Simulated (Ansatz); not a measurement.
Worked example: a bond strength in PF3 (phosphorus trifluoride)

PF3: 4 atoms, total charge 0, spin state singlet. As SMILES, `FP(F)F`. The shape was relaxed beforehand at B3LYP/def2-SVP.

```
atom    x (Å)    y (Å)    z (Å)
   F   0.8508  -0.6764   0.8908
   P  -0.3044   0.3219   0.4014
   F  -1.0819  -0.7103  -0.5477
   F   0.5355   1.0649  -0.7446
```

Wanted: the dissociation energy of the P2–F1 bond into doublet PF2 and doublet F (shapes relaxed at B3LYP/def2-SVP, no zero-point term). 1 Eh = 2625.50 kJ/mol = 27.2114 eV. Totals in Eh; open shells run unrestricted unless said.

```tsv
level	program	PF3	doublet PF2	doublet F
PBE/def2-TZVPP	Ansatz	-640.707501	-540.826548	-99.669123
CAM-B3LYP/def2-TZVPP	Ansatz	-641.089951	-541.135846	-99.746850
MP2/def2-TZVPP, 8 core orbitals frozen	Ansatz	-640.204637	-540.375682	-99.609588
```

Question: Work out the dissociation energy at each level.

Answer: 
1. PBE/def2-TZVPP: (-540.826548) + (-99.669123) − (-640.707501) = 0.211830 Eh = 556.2 kJ/mol = 5.76 eV.
2. CAM-B3LYP/def2-TZVPP: (-541.135846) + (-99.746850) − (-641.089951) = 0.207255 Eh = 544.1 kJ/mol = 5.64 eV.
3. MP2/def2-TZVPP: (-540.375682) + (-99.609588) − (-640.204637) = 0.219367 Eh = 575.9 kJ/mol = 5.97 eV.

The levels span 544 to 576 kJ/mol; no measured value is set beside them. A bond enthalpy at 298 K also holds the loss of zero-point energy and thermal terms.
